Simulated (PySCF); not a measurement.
**Structure from NMR data**

The spectra below were simulated for a compound C₂H₅F.

¹H NMR (400 MHz, computed): δ 4.50 (dq, J = 54.0, 7.9 Hz, 2H), 1.25 (dt, J = 24.8, 7.9 Hz, 3H).

¹³C{¹H} NMR (computed): δ 83.3 (CH2, d, J = 234.8 Hz), 19.1 (CH3, d, J = 21.2 Hz).

All values are calculated (PySCF 2.14): geometry: PBE0-D3(BJ)/def2-SVP, couplings computed with B3LYP/pcJ-1, KT3/pcSseg-2 with gauge-including orbitals. Averaged over atoms made equivalent by symmetry, fast rotation or ring inversion, no relativistic terms, no solvent model, a single conformation.

References, each an isolated molecule treated in the same way: TMS for ¹H (σref 31.35) and ¹³C (σref 181.31).

**Question.** Deduce the structure.

**Answer.** 
- The formula gives 0 degrees of unsaturation.
- 2 carbon signals for 2 carbons: no two carbons are equivalent.
- Carbon types of the structure: 1 × CH2, 1 × CH3, which accounts for all hydrogens.
- δC 83.3: sp3 CH2 bonded to F; deshielded by the electronegative neighbour.
- δC 19.1: methyl carbon; aliphatic region, no heteroatom directly attached.
- δH 4.50: hydrogen on an sp3 CH2 bonded to F; its carbon carries F, hence the downfield position.
- δH 1.25: hydrogen on a methyl carbon.
- The protons at 1.25 and 4.50 share a coupling of 7.9 Hz (vicinal).

Structure: SMILES CCF.

Common functionals overestimate the size of one-bond C–F couplings by tens of Hz; these are unscaled. Multiplet labels drop couplings under 1 Hz and merge nearly equal ones. Unscaled 3J(H,H) at this level run about 10 % above measured values. Shifts are as computed, not scaled to solution data. Of 1211 compounds with measured shifts, 218 miss one by over three times the rms of a fit or turn the order of signals round; such compounds aren't used in these exercises.
